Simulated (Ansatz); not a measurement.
CH₆B₂ (`BCB`). The species carries charge 0 and has multiplicity 1. All single points use the PBE0-D4/def2-TZVP geometry.

```xyz
9

B    -0.515    1.137    0.332
C     0.052   -0.289    0.557
B     0.381   -0.921   -0.820
H     0.160    1.967   -0.204
H    -1.625    1.426    0.672
H    -0.534   -0.918    1.224
H     1.059   -0.083    0.967
H    -0.164   -1.920   -1.192
H     1.186   -0.399   -1.537
```

Q: What is the dipole moment at ωB97M-V/def2-TZVPP? (Estimate.)

A: Computed: 0.79 D, with components (0.29, -0.27, 0.69) D in this frame, pointing from negative to positive charge.

Q: And with PBE, r2SCAN, B3LYP? (An estimate is asked.)

A: The calculation gave: PBE 0.86 D, r2SCAN 0.84 D, B3LYP 0.78 D.

Q: Give the Mulliken charges with ωB97M-V, r2SCAN, B3LYP in def2-TZVPP. (Estimate.)

A: Computed: 
```tsv
atom	ωB97M-V	r2SCAN	B3LYP
B1	-0.19	-0.04	-0.12
C2	-0.17	-0.10	-0.13
B3	-0.19	-0.04	-0.12
H4	0.08	0.01	0.04
H5	0.08	0.01	0.04
H6	0.11	0.07	0.10
H7	0.12	0.09	0.10
H8	0.08	0.01	0.04
H9	0.08	0.01	0.04
```

B3LYP here is the variant with VWN-RPA as its local correlation; programs differ in this.
